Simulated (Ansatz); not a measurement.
Ansatz input

```yaml
crystal:
  lattice:
    - [3.6548970168, 0.0, 0.0]
    - [-1.8274485084, 3.1652336648, 0.0]
    - [0.0, 0.0, 5.8681239272]
  atoms:
    - { symbol: Tb, position: [0.3333333333, 0.6666666667, 0.25], spin: 5.881 }
    - { symbol: Tb, position: [0.6666666667, 0.3333333333, 0.75], spin: -5.881 }
hamiltonian:
  xc: blyp
  pseudopotentials:
    kind: paw
    azcp:
      Tb: "pseudopotentials/Tb.paw.azcp"
basis:
  ecutwfc: 420
  fft_grid_basis: typed
kpoints:
  mp_grid: { grid: [13, 13, 7], shift: [0, 0, 0] }
magnetization:
  spin_polarized: true
scf:
  occupations: { method: fermi_dirac, width: 0.05 }
```

Output

```
Engine: ansatz 0.2.0, aarch64-unknown-linux-gnu
Pseudopotentials: kind: paw
Pseudopotential: Tb, paw, valence charge 19, recommended cutoff 420 eV (normal) 
Functional definition: BLYP
  parameter beta = 0.0042
  parameter a = 0.04918
  parameter b = 0.132
  parameter c = 0.2533
  parameter d = 0.349
  exchange = b88_x(beta = beta)
  correlation = lyp_c(a = a, b = b, c = c, d = d)
Crystal: 2 atoms, lattice volume = 67.886 Å³
Basis set: ecut = 420 eV, 1315 PW (Γ), exchange–correlation on 50×50×80 points (8 copies of the dense FFT grid, shifted against one another)
Bands: 30, of which v1, the nominal top of the filled ones, is band 19 counted from 1 (18 counted from 0)
Symmetry: 12 space group operations
Space group: P-6m2 (ITA 187), of the structure as read, at distance tolerance 4.1e-5 Å
Magnetic group: BNS 194.267 (UNI 1497), of the structure as read, at distance tolerance 4.1e-5 Å
k-points: 84 of 1183 (time reversal used)
Non-local potential: Tb, projectors of the file, l = 0: 3, l = 1: 2, l = 2: 2, l = 3: 3
PAW form: soft (Blöchl's): semilocal exchange-correlation on the pseudo side does not see the compensation charge
PAW frozen core: Tb, regenerated for the run's functional, and the local potential with it (the file was generated under x = pbe(κ = 0.804, μ = 0.2195149727645171), c = pbe(β = 0.06672455060314922))
PAW one-centre angular grid: Tb, 590 points (default); XC on 64 Gauss nodes
Initial density: superposition of atomic densities (chi_scale 0.1, normalization cell)
Starting moments: Σ|m| = 11.762 μB on 2 of 2 sites
Starting magnetic order: antiferromagnet; an inversion exchanges its spin sublattices: spin-degenerate at every k-point
Initial wavefunctions: pseudopotential atomic-orbital guess
Functional: x = b88, c = lyp
SCF iter   1: F=—  HF=-19932.277003 eV  |F-HF|=—  |Δ(HF+E_count)|=         —  Δρ=2.02e-2 (↑2.02e-2 ↓2.02e-2)  dr2=4.23e-1  dr2_m=1.33e-1  M=0.000 μB ∫|m|=11.730 μB  β_m=0.30  ethr=3.10e-3  ⟨swp⟩=5.7  Hψ=19535  notcnv=0
Mixer restart at iter 1: flushing history
...
SCF iter  13: F=—  HF=-19930.598479 eV  |F-HF|=—  |Δ(HF+E_count)|=   3.04e-4  Δρ=4.03e-4 (↑1.94e-4 ↓4.03e-4)  dr2=5.82e-5  dr2_m=4.87e-5  M=0.001 μB ∫|m|=11.884 μB  β_m=0.75  ethr=3.39e-6  ⟨swp⟩=2.0  Hψ=10348  notcnv=0  defer=16
SCF iter  14: F=—  HF=-19930.598627 eV  |F-HF|=—  |Δ(HF+E_count)|=   1.48e-4  Δρ=1.07e-4 (↑1.07e-4 ↓1.02e-4)  dr2=5.34e-6  dr2_m=5.26e-6  M=0.001 μB ∫|m|=11.892 μB  β_m=0.87  ethr=1.53e-7  ⟨swp⟩=2.0  Hψ=8534  notcnv=0  defer=16
SCF iter  15: F=—  HF=-19930.933100 eV  |F-HF|=—  |Δ(HF+E_count)|=         —  Δρ=9.28e-3 (↑4.41e-4 ↓9.28e-3)  dr2=8.76e-3  dr2_m=1.35e-2  M=0.053 μB ∫|m|=11.924 μB  β_m=1.00  ethr=1.41e-8  ⟨swp⟩=3.3  Hψ=10013  notcnv=0  defer=16
Mixer restart at iter 15: flushing history
SCF iter  16: F=—  HF=-19930.557737 eV  |F-HF|=—  |Δ(HF+E_count)|=   3.75e-1  Δρ=1.18e-3 (↑5.54e-4 ↓1.18e-3)  dr2=7.15e-4  dr2_m=1.46e-4  M=0.083 μB ∫|m|=11.939 μB  β_m=0.87  ethr=1.32e-4  ⟨swp⟩=2.5  Hψ=8005  notcnv=0  defer=16
SCF iter  17: F=—  HF=-19930.558692 eV  |F-HF|=—  |Δ(HF+E_count)|=   9.55e-4  Δρ=6.79e-4 (↑6.79e-4 ↓6.64e-4)  dr2=9.62e-4  dr2_m=3.58e-5  M=0.099 μB ∫|m|=11.948 μB  β_m=0.87  ethr=1.88e-6  ⟨swp⟩=3.0  Hψ=11610  notcnv=0  defer=16
SCF iter  18: F=—  HF=-19930.558519 eV  |F-HF|=—  |Δ(HF+E_count)|=         —  Δρ=4.53e-4 (↑3.39e-4 ↓4.53e-4)  dr2=3.12e-4  dr2_m=2.09e-5  M=0.104 μB ∫|m|=11.949 μB  ethr=1.88e-6  ⟨swp⟩=2.7  Hψ=10480  notcnv=0  defer=16
Mixer restart at iter 18: flushing history
SCF iter  19: F=—  HF=-19930.598659 eV  |F-HF|=—  |Δ(HF+E_count)|=         —  Δρ=3.90e-5 (↑3.90e-5 ↓2.11e-5)  dr2=1.94e-6  dr2_m=2.25e-7  M=0.000 μB ∫|m|=11.896 μB  β_m=0.87  ethr=1.41e-8  ⟨swp⟩=7.7  Hψ=18494  notcnv=0  defer=11
SCF iter  20: F=—  HF=-19930.598661 eV  |F-HF|=—  |Δ(HF+E_count)|=   1.22e-6  Δρ=1.86e-5 (↑1.63e-5 ↓1.86e-5)  dr2=5.49e-7  dr2_m=8.66e-8  M=0.000 μB ∫|m|=11.897 μB  β_m=0.94  ethr=5.11e-9  ⟨swp⟩=2.1  Hψ=8802  notcnv=0  defer=11
SCF iter  21: F=—  HF=-19930.598661 eV  |F-HF|=—  |Δ(HF+E_count)|=   3.81e-7  Δρ=2.65e-5 (↑2.65e-5 ↓9.35e-6)  dr2=9.53e-7  dr2_m=5.39e-8  M=0.000 μB ∫|m|=11.897 μB  β_m=0.84  ethr=1.45e-9  ⟨swp⟩=2.0  Hψ=8672  notcnv=0  defer=11
SCF iter  22: F=—  HF=-19930.598661 eV  |F-HF|=—  |Δ(HF+E_count)|=   2.86e-8  Δρ=1.03e-5 (↑4.18e-6 ↓1.03e-5)  dr2=9.30e-8  dr2_m=2.09e-8  M=0.000 μB ∫|m|=11.897 μB  β_m=0.92  ethr=1.45e-9  ⟨swp⟩=2.0  Hψ=8482  notcnv=0  defer=11
SCF iter  23: F=—  HF=-19930.598661 eV  |F-HF|=—  |Δ(HF+E_count)|=   4.39e-8  Δρ=2.00e-6 (↑1.43e-6 ↓2.00e-6)  dr2=5.13e-9  dr2_m=7.64e-10  M=-0.000 μB ∫|m|=11.897 μB  β_m=0.89  ethr=2.45e-10  ⟨swp⟩=2.0  Hψ=8349  notcnv=0  defer=11
SCF iter  24: F=—  HF=-19930.598661 eV  |F-HF|=—  |Δ(HF+E_count)|=  4.87e-10  Δρ=1.01e-6 (↑5.53e-7 ↓1.01e-6)  dr2=1.24e-9  dr2_m=6.38e-11  M=0.000 μB ∫|m|=11.897 μB  β_m=0.78  ethr=1.35e-11  ⟨swp⟩=2.0  Hψ=8469  notcnv=0  defer=11
SCF iter  25: F=-19930.598661 eV  HF=-19930.598661 eV  |F-HF|=3.09e-8  |Δ(HF+E_count)|=  1.35e-10  Δρ=5.12e-6 (↑5.12e-6 ↓3.11e-6)  dr2=2.80e-8  dr2_m=5.71e-9  M=0.000 μB ∫|m|=11.897 μB  ethr=3.26e-12  ⟨swp⟩=1.6  Hψ=14651  notcnv=0
SCF 1 converged in 25 iterations: F = -19930.598661 eV  dr2 = 2.80e-8
SCF converged after 25 iterations
Magnetization: 0.0001 μB (19.0000 up, 19.0000 down)
Absolute magnetization: 11.8974 μB (∫|ρ↑−ρ↓|, with the PAW one-centre terms)
Spin contamination: 5.7175 ħ² per cell (⟨S²⟩ above its minimum at these occupations)
Per-site moments (μB) at R_I (Å): [(5.881018314138894, 1.4908024507109592), (-5.880954472046909, 1.4908024507109592)]
Free energy (F): -19930.598661 eV
Harris-Foulkes:  -19930.598661 eV  (|F-HF|=3.09e-8)
Internal energy: -19930.510563 eV  (E = F + TS)
E sigma→0 (E₀):  -19930.554612 eV
Entropy (-TS):   -0.088098 eV (-44.049 meV/atom)
Fermi energy:    12.030817 eV
--- Per-component energies (eV) ---
  E_band       = -44.779253
  E_kinetic    = 700.973059
  E_local      = -5833.997673  (includes V_loc(G=0)·N_el)
  E_nonlocal   = 1335.030871
  E_hartree    = 2359.808226
  E_xc         = -369.659988
  E_vxc        = -398.488671  (∫ρ·V_xc dr)
  E_paw        = -13486.194933  (= ΣΔE_a)
  E_vpaw       = -567.909464  (= ΣTr[D̂ρ^β])
  E_aug_tail   = -0.000010  (compensation charges beyond the density's cutoff)
  E_ewald      = -4636.719659
  E_core_change = 0.249543  (= ΣΔE_core)
  E_smearing   = -0.088098  (= −TS)
  E_closure    = 0.000000  (closes the sum)
  Σ components = -19930.598661   (vs F -19930.598661, Δ=0.00e0)
```

The f occupation was not exhaustively searched.
